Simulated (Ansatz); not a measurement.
`Oc1ccsc1` + H₂ → `c1ccsc1` + H₂O  (hydrogenolysis of a C–O bond)

Computed with Ansatz on PBE0-D4/def2-TZVP structures; ΔE is electronic, products minus reactants. CBS: MP2 limit from def2 TZ/QZ plus the TZ coupled-cluster correction, frozen cores. This one scheme is used for every species. DFT in def2-TZVPP. B3LYP here is the variant with VWN-RPA as its local correlation; programs differ in this. HSE06 is defined as in plane-wave codes. Each species was taken in one conformer, which may not be the lowest.

```
             level  ΔE (kJ/mol)  difference from CCSD(T)/CBS
            PBE-D4        -80.0                         18.5
         revPBE-D4        -77.4                         21.1
         r2SCAN-D4        -82.0                         16.5
            B97M-V        -86.7                         11.8
           PBE0-D4        -86.6                         11.9
          B3LYP-D4        -86.5                         12.0
        r2SCANh-D4        -84.5                         14.0
        r2SCAN0-D4        -87.8                         10.7
          HSE06-D4        -86.6                         11.9
          BHLYP-D4        -92.5                          6.0
      CAM-B3LYP-D4        -87.3                         11.2
           ωB97X-V        -86.0                         12.5
           ωB97M-V        -88.8                          9.7
            B2PLYP        -93.5                          5.0
          PBE-QIDH        -93.5                          5.0
               PBE        -83.3                         15.2
            revPBE        -86.3                         12.2
              BLYP        -87.6                         10.9
            r2SCAN        -83.0                         15.5
              PBE0        -89.4                          9.1
             B3LYP        -91.5                          7.0
           r2SCAN0        -88.9                          9.6
             HSE06        -89.3                          9.2
             BHLYP        -96.2                          2.3
         CAM-B3LYP        -90.2                          8.3
           LC-ωPBE        -89.7                          8.8
RPA@PBE/def2-TZVPP        -90.2                          8.3
       HF/def2-SVP        -93.1                          5.4
      MP2/def2-SVP        -81.0                         17.5
     CCSD/def2-SVP        -84.1                         14.4
  CCSD(T)/def2-SVP        -80.2                         18.3
     HF/def2-TZVPP       -102.5                         -4.0
    MP2/def2-TZVPP        -96.9                          1.6
SCS-MP2/def2-TZVPP        -96.2                          2.3
   CCSD/def2-TZVPP        -98.4                          0.1
CCSD(T)/def2-TZVPP        -94.7                          3.8
     HF/def2-QZVPP       -103.3                         -4.8
      HF/CBS(def2)       -103.4                         -4.9
     MP2/CBS(def2)       -100.7                         -2.2
    CCSD/CBS(def2)       -102.3                         -3.8
       CCSD(T)/CBS        -98.5                            0
```

Task: What do rigid-rotor, harmonic-oscillator terms from PBE0-D4/def2-TZVP frequencies (298.15 K, 1 bar) make of the CCSD(T)/CBS value? (Best estimate.)

Result: The calculation gave: ΔZPE = +18.2 kJ/mol, ΔH = -82.2 kJ/mol, ΔS = 28 J/(mol·K), ΔG = -90.5 kJ/mol.

Largest T1 diagnostic among the species: 0.013.

Leaving LDA and LC-ωPBE aside and taking each functional with its dispersion term where it has one, the values spread over 16.1 kJ/mol, from B2PLYP to revPBE-D4. LDA lies +10.3 kJ/mol from PBE without D4. From BLYP to BHLYP (50 % exact exchange), in def2-TZVPP and without D4, ΔE moves by −8.6 kJ/mol. In def2-TZVPP, CCSD(T) changes the Hartree–Fock value by +7.8 kJ/mol (the triples alone add +3.7 kJ/mol) and MP2 by +5.7 kJ/mol.
